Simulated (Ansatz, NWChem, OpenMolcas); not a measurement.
**CS (carbon monosulfide): the vertical ionisation energy, rung by rung**

CS has 2 atoms, charge 0, and is taken as a singlet. SMILES: `[C-]#[S+]`. Geometry: the measured bond length.

| atom | x (Å) | y (Å) | z (Å) |
| --- | --- | --- | --- |
| C | 0.0000 | 0.0000 | 0.0000 |
| S | 0.0000 | 0.0000 | 1.5349 |

Quantity: the vertical ionisation energy (to the doublet cation), in eV. The values are calculated.

```json
{"level": "HF/cc-pVTZ", "kind": "Hartree–Fock", "program": "Ansatz", "value (eV)": "9.89", "CPU time (all runs)": "2.5 s"}
{"level": "PBE/cc-pVTZ", "kind": "GGA", "program": "OpenMolcas", "value (eV)": "11.27", "CPU time (all runs)": "20 s"}
{"level": "revPBE/cc-pVTZ", "kind": "GGA", "program": "OpenMolcas", "value (eV)": "11.22", "CPU time (all runs)": "20 s"}
{"level": "M06-2X/cc-pVTZ", "kind": "hybrid meta-GGA", "program": "OpenMolcas", "value (eV)": "11.44", "CPU time (all runs)": "27 s"}
{"level": "HSE06/cc-pVTZ", "kind": "range-separated hybrid", "program": "Ansatz", "value (eV)": "11.36", "CPU time (all runs)": "5.6 s"}
{"level": "B2PLYP/cc-pVTZ", "kind": "double hybrid", "program": "Ansatz", "value (eV)": "11.44", "CPU time (all runs)": "6.4 s"}
{"level": "MP2/cc-pVTZ", "kind": "perturbation theory", "program": "Ansatz", "value (eV)": "12.26", "CPU time (all runs)": "3.8 s"}
{"level": "SC-NEVPT2(10,8)/cc-pVTZ", "kind": "multireference", "program": "OpenMolcas", "value (eV)": "10.97", "CPU time (all runs)": "8.6 s"}
{"level": "CR-CCSD(T)/cc-pVTZ", "kind": "coupled cluster or CI", "program": "NWChem", "value (eV)": "11.34", "CPU time (all runs)": "1.9 min"}
{"level": "FCI/STO-3G", "kind": "exact in the basis", "program": "Ansatz", "value (eV)": "7.17", "CPU time (all runs)": "0.44 s"}
```

The values span 7.17 to 12.26 eV. Spin contamination of the reference (⟨S²⟩ at least 0.1 too high) touches HF/cc-pVTZ, B2PLYP/cc-pVTZ, MP2/cc-pVTZ, CR-CCSD(T)/cc-pVTZ. High-level rows in very small sets aren't better than simpler rows in larger ones. CPU times are rough (shared hosts, several kinds of processor): they show what a rung costs within a factor of a few.
